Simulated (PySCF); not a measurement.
## Chlorine: a sound run and one with changed settings

Sound run: Cl [Ne] 3s2 3p5, Cl⁺ [Ne] 3s2 3p4. Calculation: PySCF 2.14, in def2-TZVP (5s5p2d1f, 37 functions); the non-relativistic Hamiltonian (point nucleus). In the sound run the correlated levels freeze [Ne]. The sound run starts from symmetry-adapted Hartree-Fock orbitals and uses a fine grid where one is needed.

A second run was set up differently.

| species | method | sound run (hartree) | changed run (hartree) | converged |
| --- | --- | --- | --- | --- |
| Cl | MP2 | -459.63212 | -459.73133 | yes |
| Cl | CCSD(T) | -459.66200 | -459.75993 | yes |
| Cl⁺ | MP2 | -459.16501 | -459.26390 | yes |
| Cl⁺ | CCSD(T) | -459.19499 | -459.29279 | yes |

Ionisation energy of Cl:

```json
{"method": "UHF", "sound run (eV)": "11.773", "changed run (eV)": "11.773"}
{"method": "MP2", "sound run (eV)": "12.711", "changed run (eV)": "12.719"}
{"method": "SCS-MP2", "sound run (eV)": "12.707", "changed run (eV)": "12.711"}
{"method": "CCSD", "sound run (eV)": "12.671", "changed run (eV)": "12.673"}
{"method": "CCSD(T)", "sound run (eV)": "12.708", "changed run (eV)": "12.711"}
```

Task: What was changed?
A. all electrons correlated in a valence basis
B. too few SCF iterations
C. minimal basis
D. level shift left on

Result: A. A valence basis has no tight correlating functions, so it recovers only part of the core correlation, and not evenly between atom and ion.
